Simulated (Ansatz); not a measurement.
# BNH₃ (doublet): from Hartree-Fock to the top rungs at distance B1–N2 = 1.532 Å, cc-pVDZ

One table from this session's results is given with a row withheld; the runs are named, their logs left out.

Method: cc-pVDZ, core rule «outside noble gas», up to 2 orbitals frozen; program: Ansatz 0.2.0, Gaussian basis.

Plan: UHF; CCSD(T) on ROHF; CCSD(T) on UHF; BCCD(T) on ROHF; CISD; CCSDT(Q) on ROHF; CCSDT(Q) on UHF; CASSCF and MRCISD+Q, 3 electrons in 3 orbitals; CASSCF and NEVPT2, 3 electrons in 3 orbitals.

23 further runs of the same task are left out: 2 for a mislabelled method, 11 that didn't finish, 10 set aside as unsound or not needed.

### The system

The geometry derives from a PBE0/def2-TZVP stationary point (not a proven minimum). One bond is set to the value named and the two fragments are kept rigid.

5 atoms, charge 0, spin multiplicity 2.

Atoms are counted from 1 here; the program's logs count them from 0.

Bond lengths: B1–N2 1.532 Å, B1–H3 1.195 Å, N2–H4 1.011 Å, N2–H5 1.007 Å. Angles: N2–B1–H3 125.1°, B1–N2–H4 123.7°, B1–N2–H5 123.2°, H4–N2–H5 113.1°.

Set-up of the first run:

in.yaml reads:

```yaml
crystal:
  periodic: [false, false, false]
  atoms:
    - {symbol: B, position_ang: [0.000000, -0.196141, 0.876010]}
    - {symbol: N, position_ang: [0.000000, 0.079475, -0.630993]}
    - {symbol: H, position_ang: [0.000000, 0.641481, 1.728729]}
    - {symbol: H, position_ang: [0.000000, 1.007794, -1.031205]}
    - {symbol: H, position_ang: [0.000000, -0.649915, -1.324951]}
basis:
  gaussian: {orbitals: cc-pVDZ}
magnetization: {spin_polarized: true, initial_magnetization: 1}
hamiltonian: {xc: hf}
output: {orbitals: {seedname: orbitals}}
```

Started as:

```sh
$ ansatz run in.yaml --threads 1 --pin off --events-out ev --progress --plain --max-ram 2393MiB
```

Steps of the session up to this table: UHF; CCSD(T) on ROHF; CCSD(T) on UHF; BCCD(T) on ROHF; CISD; CCSDT(Q) on ROHF; CCSDT(Q) on UHF; CASSCF and MRCISD+Q, 3 electrons in 3 orbitals; CASSCF and NEVPT2, 3 electrons in 3 orbitals.

One table of the session follows, with a row left open; its other results are not shown here.

| method | from UCCSDT(Q) (kcal/mol) |
| --- | --- |
| ROHF | +172.70 |
| UHF | +171.89 |
| RMP2 | +21.02 |
| UMP2 | +20.80 |
| CISD | +17.12 |
| RCCSD | +5.57 |
| UCCSD | +5.56 |
| RCCSD(T) | +0.87 |
| UCCSD(T) | +0.87 |
| BCCD(T) | +0.89 |
| RCCSDT | +0.39 |
| UCCSDT | +0.39 |
| RCCSDT(Q) | ? |
| UCCSDT(Q) | 0 |

Q: Estimate the row for RCCSDT(Q) from the others.

As computed: from UCCSDT(Q) (kcal/mol): +0.05. In the column «from UCCSDT(Q) (kcal/mol)» it lies between UCCSDT(Q) (0) and RCCSDT (+0.39).

Left out of the table: CASSCF pair, NEVPT2 pair, MRCISD pair, MRCISD+Q pair (the active space lost an orbital or holds another state than full CI finds).

Limits of these values: Restricted and unrestricted rows rest on different reference determinants; where their highest levels disagree by more than a few hundredths of an eV, they describe different states and don't form one ladder. Warnings in the runs' records: passed over end.
